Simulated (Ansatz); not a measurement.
**BClHS−: Born-Oppenheimer dynamics**

Aim: follow the atoms for 30 steps of 0.5 fs at constant energy, with velocities drawn for 1500 K.

The runs use Ansatz 0.2.0, Gaussian basis; r2SCAN-D4/def2-SVPD.

1 further run of the same task is left out (it didn't finish).

**1. Starting geometry**

SMILES `[S-]BCl`, 4 atoms, charge -1, spin multiplicity 1.

Atoms are counted from 1 here; the program's logs count them from 0.

Bond lengths: S1–B2 1.694 Å, B2–Cl3 1.831 Å, B2–H4 1.189 Å. Angles: S1–B2–Cl3 124.5°, S1–B2–H4 125.7°, Cl3–B2–H4 109.8°.

As a file:

```xyz
4

S    -1.5769   -0.6568    0.0199
B    -0.0605    0.0912   -0.0813
Cl    1.4607   -0.5376    0.7199
H     0.1767    1.1032   -0.6585
```

**2. Dynamics**

md/in.yaml

```yaml
crystal:
  periodic: [false, false, false]
  atoms:
    - {symbol: S, position_ang: [-1.576880, -0.656810, 0.019900]}
    - {symbol: B, position_ang: [-0.060550, 0.091240, -0.081330]}
    - {symbol: Cl, position_ang: [1.460710, -0.537620, 0.719920]}
    - {symbol: H, position_ang: [0.176720, 1.103190, -0.658490]}
basis:
  gaussian: {orbitals: def2-SVPD}
total_charge: -1
hamiltonian: {xc: r2scan, dispersion: d4}
md: {n_steps: 30, timestep: 0.5, temperature: 1500, ensemble: nve, seed: 377, initial_velocities: maxwell_boltzmann}
```

Run with:

```console
$ ansatz run in.yaml --threads 2 --pin off --events-out ev --progress --plain --max-ram 3481MiB
```

Before running it: what results should come out? Wanted: temperature at the start; mean temperature, second half; lowest and highest potential energy, from the first frame; largest change of potential + kinetic.

As calculated:

```
                                                 quantity              value
                                                   length  30 steps, 15.0 fs
                                 temperature at the start             1500 K
                            mean temperature, second half              870 K
lowest and highest potential energy, from the first frame      0 and 310 meV
                    largest change of potential + kinetic            2.5 meV
```

**Reading.** With no thermostat the total energy should stay fixed; it holds within 2.5 meV, small beside the kinetic energy, so the time step serves. The instant temperature ranges from 307 to 1500 K, as energy passes between motion and strain. No bond breaks or forms, judged by distance.
